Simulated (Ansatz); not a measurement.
BH3, SMILES B, a relaxed scan of one distance

Program: the Python package of Ansatz (0.2.0).

Notebook, run cell by cell (the value of a cell's last expression is shown):

In [1]:
```python
import ansatz
from ase import Atoms
import numpy as np
```

In [2]:
```python
atoms = Atoms(['B', 'H', 'H', 'H'], positions=[
    (0.0392, -0.0507, 0.0108),
    (0.948, 0.4087, 0.5435),
    (-0.2937, -1.1572, 0.032),
    (-0.638, 0.7389, -0.6066),
])
system = ansatz.Crystal.molecule_from_ase(atoms)
```

In [3]:
```python
calc = (
    system.calculation()
    .basis(gaussian='def2-SVP')
    .functional('HF')
)
symbols = [site.symbol for site in system.cartesian_sites]
pairs = [(0, 1), (0, 2), (0, 3)]
print('held (A)   E (eV)        ', '  '.join(f'{symbols[i]}{i}-{symbols[j]}{j}' for i, j in pairs))
for length in [1.06, 1.16, 1.25, 1.39, 1.56]:
    summary = calc.relax(constraints=[ansatz.DistanceConstraint((0, 2), at=length)], force_tolerance=0.02, max_steps=60).run(threads=1).report
    xyz = np.array(summary['positions_ang'])
    print(f'{length:6.2f} {summary["free_energy_ev"]:14.5f}  ', '  '.join(f'{np.linalg.norm(xyz[i] - xyz[j]):.3f}' for i, j in pairs))
```
```text
held (A)   E (eV)         B0-H1  B0-H2  B0-H3
DeckWarning: relax.constraints: the input's atoms, or those drawn, lie off the distances that are held; a relaxation that starts there is brought onto them ahead of its first SCF, by positions alone, an atom by 4.78e-2 Å at the most. With the symmetry detection on, the symmetry is detected on the input's atoms as so [...]
  1.06     -717.27146   1.198  1.060  1.199
  1.16     -717.55769   1.198  1.160  1.198
  1.25     -717.54514   1.197  1.250  1.198
  1.39     -717.22683   1.195  1.390  1.195
  1.56     -716.59652   1.193  1.560  1.192
```

Total energies depend on the basis set; only differences at equal settings carry meaning. Warnings are shown shortened and without file and line. The energies are electronic: no zero-point or thermal terms, and the basis set is short of its limit. Hardware and time: 2.4 s on 1 thread of Arm Neoverse V2 (shared host), peak memory 0.16 GiB.
